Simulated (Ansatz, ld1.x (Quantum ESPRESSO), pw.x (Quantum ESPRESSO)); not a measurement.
# W (Z = 74) (fcc): variants of one TM potential in the solid

- Element: tungsten
- Generator: ld1.x (Quantum ESPRESSO) 7.5
- Type: norm-conserving Troullier–Martins (Kleinman–Bylander form)
- Functional: PBEsol
- Relativity: scalar-relativistic
- Frozen core: [Xe] 4f14
- Valence charge: 6
- Reference configuration: 5d4 6s2 6p0
- Partial waves: 6s (bound): rc 2.80 bohr; 5d (bound): rc 2.05 bohr; 5f channel at 0.15 Ry: rc 3.20 bohr; 6p (bound, empty): rc 3.00 bohr
- Local potential: the p channel
- Core correction: none

Crystal test: fcc W in pw.x 7.5, no spin, 14³ k-points, Fermi–Dirac smearing 0.01 Ry, cutoffs set for each file from its atomic test. The reference is all-electron LAPW (Ansatz 0.2.0) with the same functional, mesh and smearing; V0 and B0 come from Birch–Murnaghan fits to the pressures at five volumes. Errors are pseudo minus all-electron; Δ is the rms difference of the E(V) curves that follow from these fits, minima aligned, over ±6 % about the mean V0. Mesh and smearing are coarse, so the numbers serve the comparison and aren't converged zero-temperature values; the lattice is a test structure that the element need not adopt.

All-electron: a0 = 4.000 Å (V0 = 16.00 Å³/atom), B0 = 298.8 GPa.

Base: The largest radius (3.20 bohr) exceeds half the bond length (2.67 bohr), so the spheres overlap, which is one possible source of error among others. This is a poor potential for the solid.

1 further variants are left out: they gave no file fit for a test, a broken result, the same result as the base, or pressures whose basis-set error rivals the error shown.

A dash in a converged row means that the minimum lies outside the volumes sampled.

```tsv
change	cutoffs (Ry)	pw.x	a0 (Å)	a0 error (%)	B0 error (%)	Δ (meV/atom)	mean pressure error (GPa)
base	45/180	converged	–	–	–	–	+18.42
reference 5d3 6s0 6p0	45/180	converged	3.998	-0.05	+7.4	2.2	-0.37
wave 5d (bound): rc 2.05 bohr becomes 5d (bound): rc 1.42 bohr	55/220	converged	–	–	–	–	+18.29
all radii scaled by about 1.06 (s 2.96, p 3.18, d 2.16, f 3.38 bohr)	45/180	converged	–	–	–	–	+18.78
wave 6s (bound): rc 2.80 bohr becomes 6s (bound): rc 2.24 bohr	50/200	converged	–	–	–	–	+18.08
```
